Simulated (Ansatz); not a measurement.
`BO[SiH3]` + `O[SiH3]` → `[SiH3]O[SiH3]` + `BO` at 298.15 K and 1 bar (ligand exchange at the Si–O bond).

Program: Ansatz. Geometries: PBE0-D4/def2-TZVP. ΔE: electronic, gas phase. CBS: MP2 limit from def2 TZ/QZ plus the TZ coupled-cluster correction, frozen cores. This one scheme is used for every species.

```csv
species,CCSD(T)/CBS energy (Eh),H − E (kJ/mol),S (J/(mol·K))
`BO[SiH3]`,-392.11480,149.0,292.2
`O[SiH3]`,-366.69042,113.6,257.8
`[SiH3]O[SiH3]`,-657.01000,162.2,331.8
`BO`,-101.80414,103.5,230.4
```

H − E and S are ideal-gas, rigid-rotor, harmonic terms from PBE0-D4/def2-TZVP. 1 Eh = 2625.50 kJ/mol, R = 8.31446 J/(mol·K).

**Question.** By hand: ΔE, ΔH, ΔS and ΔG.

**Answer.** ΔE = (-657.01000) + (-101.80414) − (-392.11480) − (-366.69042) = -0.00892 Eh = -23.4 kJ/mol. Δ(H − E) = 162.2 + 103.5 − 149.0 − 113.6 = 3.1, so ΔH = -20.3 kJ/mol. ΔS = 331.8 + 230.4 − 292.2 − 257.8 = 12.2 J/(mol·K). ΔG = -20.3 − 298.15 × (12.2)/1000 = -23.9 kJ/mol.

**Question.** By hand: the equilibrium constant, and the temperature at which ΔG would vanish if ΔH and ΔS stayed fixed.

**Answer.** log₁₀ K = −ΔG/(RT ln 10) = 4.2. ΔH and −TΔS have one sign here, so there is no such temperature.

The number of gas molecules stays the same, so ΔS is small and ΔH decides. A doubt of 5 kJ/mol in ΔE shifts log₁₀ K by 0.9 here. Modes under 60 cm⁻¹, often nearly free rotors, make the harmonic entropy too high. These are equilibria of isolated gas molecules and say nothing of rates. Largest T1 diagnostic: 0.014 (customary marks: 0.02 for closed shells, 0.045 for open ones).
